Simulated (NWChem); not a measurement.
diphosphorus (P2); SMILES P#P

```xyz
2

P      0.0000     0.0000     0.9521
P      0.0000     0.0000    -0.9521
```
Atoms are numbered in this order, from 1.

Results from NWChem. The geometry was optimised at B3LYP/6-31G* (spherical d). GIAO values for the isolated, static molecule; σ is the absolute isotropic shielding, δ = σ(reference) − σ with the isolated reference molecule computed at the same levels (31P: phosphine).

| level | δ P1 (ppm) |
|---|---|
| B3LYP/IGLO-III | 922.5 |
| PBE0/pcSseg-2 | 954.9 |
| BHandHLYP/pcSseg-1 | 1000.3 |
| PBE/pcSseg-1 | ? |

Problem. Fill in the missing entries.

Solution. 
- PBE/pcSseg-1, δ P1 (ppm): 905.9
